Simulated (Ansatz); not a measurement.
**Active spaces for C₄H₄N₂, triplet**

Computed with Ansatz's Gaussian-basis code (development build); NEVPT3, MRCISD by development code. Basis cc-pVDZ, nonrelativistic, 6 orbitals frozen in the corrections. State-specific CASSCF; RHF is the lowest restricted (open-shell) Hartree–Fock solution met. Letters tell apart solutions met in one space. Solutions may break the symmetry of the shape. Lower solutions, or ones in other orbitals, may exist.

Geometry:

```csv
atom,x (Å),y (Å),z (Å)
C,0.0000,0.0631,1.3245
N,0.0000,1.2375,0.6735
N,0.0000,1.2375,-0.6735
C,0.0000,0.0631,-1.3245
C,0.0000,-1.1815,-0.6923
C,0.0000,-1.1815,0.6923
H,0.0000,0.1493,2.4080
H,0.0000,0.1493,-2.4080
H,0.0000,-2.1014,-1.2696
H,0.0000,-2.1014,1.2696
```

CASSCF less RHF, in eV, and natural occupations:

| CAS | CASSCF | occupations |
| --- | --- | --- |
| (10,8) a | -2.217 | 1.96, 1.93, 1.92, 1.92, 1.07, 1.01, 0.12, 0.06 |
| (10,8) b | -1.976 | 2.00, 2.00, 1.90, 1.62, 1.30, 0.71, 0.37, 0.10 |

Task: What totals less RHF do the corrections give on each solution?

Result: 

| CAS | SC-NEVPT2 | FIC-NEVPT2 | NEVPT3 | MRCISD |
| --- | --- | --- | --- | --- |
| (10,8) a | -22.912 | -22.993 | -23.709 | -20.262 |
| (10,8) b | -21.602 | -21.659 | -22.785 | -19.552 |

Task: In CAS(10,8), is the solution lowest in CASSCF also lowest after SC-NEVPT2?

Result: Yes: (10,8) a stays lowest, 1.31 eV under the next.

Task: Roughly how much CPU time does a whole run from the default start take (median of such runs, summed over threads; nearly all runs on one pinned thread of a shared server, mostly Xeon at 2.3 to 2.6 GHz, by a development driver)?

Result: CAS(10,8) a: about 2.9 min. Other jobs ran beside these, and the count of passes differs.
